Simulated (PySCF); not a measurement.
# 2,5-dihydrofuran: calculation against experiment

**Experimental background.**

NIST CCCBDB Release 22 (SRD 101), experimental dipoles lists, for the gas: dipole moment 1.32 D.

The results are set against them at the end.

Species: 2,5-dihydrofuran, C₄H₆O.
Atom-mapped SMILES: `[CH:1]1=[CH:2][CH2:3][O:4][CH2:5]1` (hydrogens: H6 on C1; H7 on C2; H8, H9 on C3; H10, H11 on C5)

Cartesian coordinates in Å at the GFN2-xTB level; atoms count from 1:
```xyz
11
C4H6O angstrom
C     -0.7218    0.7977   -0.2991
C      0.5629    0.9635   -0.0424
C      1.1761   -0.3534    0.3193
O      0.1192   -1.2984    0.2424
C     -1.0842   -0.6454   -0.1335
H     -1.4459    1.5368   -0.5851
H      1.1371    1.8700   -0.0693
H      1.5930   -0.3487    1.3368
H      1.9774   -0.6409   -0.3762
H     -1.8436   -0.7935    0.6478
H     -1.4648   -1.0849   -1.0666
```

The PySCF runs (gas phase, on this GFN2-xTB geometry; no spin–orbit coupling):

| level | job | basis functions |
| --- | --- | --- |
| PBE0/pcSseg-1 | shieldings, ring-centre shieldings, charges and field gradients | 115 |
| revPBE/def2-TZVPP | shieldings, ring-centre shieldings | 239 |
| PBE0/pcseg-1 | shieldings, ring-centre shieldings, charges and field gradients | 100 |
| PBE0/def2-SVPD | 6 singlets by full TDDFT, 2 Tamm–Dancoff triplets, polarisability | 151 |
| OLYP/IGLO-III, energy threshold 1e-06 Eh | 6 singlets by TDA, 5 Tamm–Dancoff triplets, polarisability | 235 |
| PBE/MINI, level shift 0.2 Eh | 3 singlets by full TDDFT, polarisability | 31 |
| wB97X/def2-SVPD, start guess vsap | 25 singlets by full TDDFT, 2 Tamm–Dancoff triplets, polarisability | 151 |
| B3LYP/pcJ-1 | spin–spin couplings from 10 perturbed nuclei, spin–dipole term left out | 195 |

Results beside the measurements:

**Dipole moment.** Measured: 1.32 D (NIST CCCBDB Release 22 (SRD 101), experimental dipoles).

| level | computed (D) | computed − measured (D) | % (from the printed values) |
| --- | --- | --- | --- |
| PBE0/pcSseg-1 | 1.72 | +0.40 | +30 |
| revPBE/def2-TZVPP | 1.48 | +0.16 | +12 |
| PBE0/pcseg-1 | 1.74 | +0.42 | +32 |
| PBE0/def2-SVPD | 1.66 | +0.34 | +26 |
| OLYP/IGLO-III | 1.50 | +0.18 | +14 |
| PBE/MINI | 1.30 | -0.02 | -2 |
| wB97X/def2-SVPD | 1.70 | +0.38 | +29 |
| B3LYP/pcJ-1 | 1.75 | +0.43 | +33 |

Closest is PBE/MINI (-0.02 D), furthest B3LYP/pcJ-1 (+0.43 D); one molecule doesn't rank methods. The computed dipoles belong to one fixed geometry; measured ones are averaged over vibrations unless marked μe. Magnitudes are compared, not signs.

The geometry is computed, not the measured one. Where a level misses, the cause wasn't examined.
